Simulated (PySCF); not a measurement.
An unknown is described by computed data only.

Formula: C2HCl3.

* 1H NMR: chemical shifts (computed TMS as zero) by class: 6.43 (1 H) ppm [GIAO PBE0/pcSseg-1]
* NMR, other nuclei: isotropic shieldings of nuclei other than C and H, by class: 630 (1 Cl), 632 (1 Cl), 720 (1 Cl) ppm [GIAO PBE0/pcSseg-1]
* Dipole: 0.95 D [PBE0/pcSseg-1]
* 13C NMR: chemical shifts (computed TMS as zero) by class: 144.2 (1 C), 129.4 (1 C) ppm [GIAO PBE0/pcSseg-1]
* Rotational structure: rotational constants A, B, C: 3.984, 1.541, 1.111 GHz [GFN2-xTB]

Electronic properties: PySCF, gas phase, density fitting. Levels stand in brackets. Geometry: GFN2-xTB; no solvent, vibrations or thermal averaging. NMR values are class means; diastereotopic atoms form classes of their own.

Question: What is the compound? Reason from the data.

Answer: Numbering: `[Cl:1][CH:2]=[C:3]([Cl:4])[Cl:5]`. Its formula, C2HCl3, gives 1 degree of unsaturation: 0 rings and 1 π bond in the structure found. 2 carbons fall into 2 classes; from least to most shielded: vinylic C–Cl carbon [C3] (144.2 ppm), vinylic C–Cl carbon [C2] (129.4 ppm). The one hydrogen (6.43 ppm): vinylic hydrogen. The other shieldings belong to: 630 ppm, vinyl chlorine [Cl4]; 632 ppm, vinyl chlorine [Cl5]; 720 ppm, vinyl chlorine [Cl1]. The optimised geometry has point group Cs and is an asymmetric top. Structure: `ClC=C(Cl)Cl`. The assignments are read from this structure; whether some other isomer fits the data as well wasn't checked. NMR values of atoms bound to several Cl lack the spin–orbit term that these neighbours bring.
